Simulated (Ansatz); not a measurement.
# AlBH2: the cost of one run

Computed with Ansatz 0.2.0, Gaussian basis. Level: def2-QZVPP, all electrons in the functionals, frozen cores in the correlation of double hybrids and RPA.

Plan: wB97M-V, B2PLYP, at charge 0, triplet; charge 0, singlet; charge 0, quintet; charge 1, doublet; charge 1, quartet.

2 further runs of the same task are left out: 2 set aside as unsound or not needed.

### Step 1. The geometry

The geometry is a PBE0/def2-TZVP stationary point (not a proven minimum).

4 atoms, charge 0, spin multiplicity 3.

Atoms are counted from 1 here; the program's logs count them from 0.

Bond lengths: B1–Al2 2.079 Å, Al2–H3 1.585 Å, Al2–H4 1.585 Å. Angles: B1–Al2–H3 117.0°, B1–Al2–H4 117.0°, H3–Al2–H4 125.9°.

No dispersion term is added; wB97M-V holds VV10 nonlocal correlation.

The geometry shown and the zero of energy belong to the point charge 0, triplet. The yardstick, UCCSD(T), and other wave-function levels (R restricted, U unrestricted, valence and pair active spaces) come from earlier runs.

### Step 2. wB97M-V, charge 0, triplet

File in.yaml:

```yaml
crystal:
  periodic: [false, false, false]
  atoms:
    - {symbol: B, position_ang: [0.000000, 0.000000, 1.551119]}
    - {symbol: Al, position_ang: [0.000000, 0.000000, -0.528209]}
    - {symbol: H, position_ang: [0.000000, -1.411327, -1.248716]}
    - {symbol: H, position_ang: [0.000000, 1.411327, -1.248716]}
basis:
  gaussian: {orbitals: "def2-QZVPP.json"}
magnetization: {spin_polarized: true, initial_magnetization: 2}
hamiltonian: {xc: {name: wB97M-V}}
output: {orbitals: {seedname: orbitals}}
```

Started as:

```
$ ansatz run in.yaml --threads 1 --pin off --events-out ev --progress --plain --max-ram 2393MiB
```

What time and memory should one allow on 1 thread of Arm Neoverse V2, shared host?

About 34 s, with a peak of 0.56 GiB.
